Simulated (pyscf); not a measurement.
F–BH–F + H₂ -> F–BH–F + H₂ (four-centre exchange; singlet surface; B–H, H–H broken, B–H, H–H formed). Single points on ωB97X-D3(BJ)/def2-SVP structures (PySCF, gas phase). Energies in kcal/mol from the separated reactants.

| level | barrier | reaction energy |
|---|---|---|
| ωB97X-D3(BJ)/def2-TZVP | ___ | 0.0 |
| r²SCAN/def2-TZVP | 37.1 | 0.0 |
| B3LYP-D3(BJ)/def2-TZVP | 41.5 | 0.0 |
| M06-2X/def2-TZVP | 44.0 | 0.0 |
| ωB97M-D3(BJ)/def2-TZVP | ___ | 0.0 |
| HF/def2-TZVP | 57.6 | 0.0 |

### Question
Some entries are withheld; supply them.

### Answer

- ωB97X-D3(BJ)/def2-TZVP, barrier: 42.2
- ωB97M-D3(BJ)/def2-TZVP, barrier: 41.8

The functionals in the table span 6.9 kcal/mol in this barrier, from r²SCAN to M06-2X. At the saddle there is also a short B–H contact that neither side keeps. This is the saddle that the search found; another between the same sides may lie lower.
